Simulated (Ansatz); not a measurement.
# C2H2O: structure from calculated spectroscopic constants

These gas-phase data were calculated for one isomer of C2H2O at r2SCAN-D4/def2-SVP (harmonic, unscaled wavenumbers; equilibrium rotational constants with average atomic masses):

| Quantity | Value |
| --- | --- |
| rotational constants | 278.5, 10.21, 9.845 GHz |
| all wavenumbers above 1500 cm⁻¹ | 3294, 3184, 2260 |

Candidates:

(1) `C#CO`, a singlet
(2) `C=C=O`, a singlet

**Question.** Assign the data to one candidate and say why.

**Answer.** Candidate (2). No mode falls between 3300 and 4000 cm⁻¹, where the O–H stretch of (1) would stand.

The same quantities for all candidates:

|  | rotational constants (GHz) | wavenumbers above 1500 cm⁻¹ | E above the lowest, r2SCAN-D4/def2-SVP (kcal/mol) |
| --- | --- | --- | --- |
| (1) | 664.9, 9.69, 9.551 | 3778, 3495, 2286 | 40.2 |
| (2) | 278.5, 10.21, 9.845 | 3294, 3184, 2260 | 0.0 |

Harmonic stretches to hydrogen usually lie a few per cent above observed fundamentals. Programs: Ansatz 0.2.0.
